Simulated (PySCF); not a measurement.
**LiB and its ions**

UHF-MP2; Li pcseg-1, B pcseg-1; no relativity (PySCF 2.14). Neutral (UHF): triplet (σ ↑, π ↑), Re = 2.150 Å, ωe = 549 cm⁻¹, De = 0.91 eV.

LiB⁺ (UHF): doublet (σ ↑), Re = 2.470 Å, ωe = 337 cm⁻¹, De = 0.77 eV to Li⁺ + B. The energies at the minima are -32.01386 hartree for LiB and -31.81244 for LiB⁺.

Work out the adiabatic ionisation energy, without and with harmonic zero-point energies (1 hartree = 27.2114 eV, 1 eV = 8065.5 cm⁻¹), and the change of the bond length.

At UHF-MP2: 0.20142 hartree = 5.481 eV between the minima; the zero-point term (337.0 − 549.0)/2 cm⁻¹ = -0.013 eV makes it 5.468 eV. Re changes by +32.0 pm against the neutral. The electron leaves a π orbital, and the longer bond of the ion fits a bonding orbital, or a change in how ionic the bond is.

Correlated steps freeze 1 core orbital. Correlated levels converge slowly with the basis: in double zeta they bind strong bonds too weakly, by up to about 1 eV, and carry superposition errors of some tenths. For an ion De counts to the pair picked by the measured ionisation energies or electron affinities, which need not be the lowest pair at this level. States were picked by a PBE0 search and need not be the measured ground states.
